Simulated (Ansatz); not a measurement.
We consider zinc-blende MgTe (metastable phase), described by PBE0 (Ansatz, a program for electronic structure, plane waves, PAW).

Numerical settings: plane-wave cutoff 460 eV, 8×8×8 k mesh, Fermi–Dirac smearing 0.01 eV, scalar-relativistic PAW data made under PBE.

The direct gap at Γ against volume; x = 100 ln(V/33.531 Å³). One gap is withheld.

```tsv
V (Å³/atom)	x	gap (eV)
32.042	-4.54	?
32.886	-1.94	4.032
33.531	0.00	3.936
34.572	3.06	3.787
35.415	5.47	3.672
```

Q: Fit a straight line to the rows shown, give the volume deformation potential and predict the withheld gap.

A: Means of the 4 rows: x̄ = 1.647, ȳ = 3.8567 eV. Σ(x − x̄)(y − ȳ) = -1.5640 and Σ(x − x̄)² = 32.191, so the slope is -0.0486 eV per unit of x, and dE_g/d ln V = -4.9 eV. At x = -4.54: 3.8567 + (-0.0486) × (-4.54 − (1.647)) = 4.157 eV. The run gives 4.163 eV, 0.006 eV above the line, as the curve bends the same way over all rows.

Measured, for comparison: band gap 3.67 eV (2 K, not corrected to a static lattice; as tabulated in arXiv:1206.3780).

Spin–orbit coupling is not included; with these elements it can move the gap by several tenths of an eV or more.
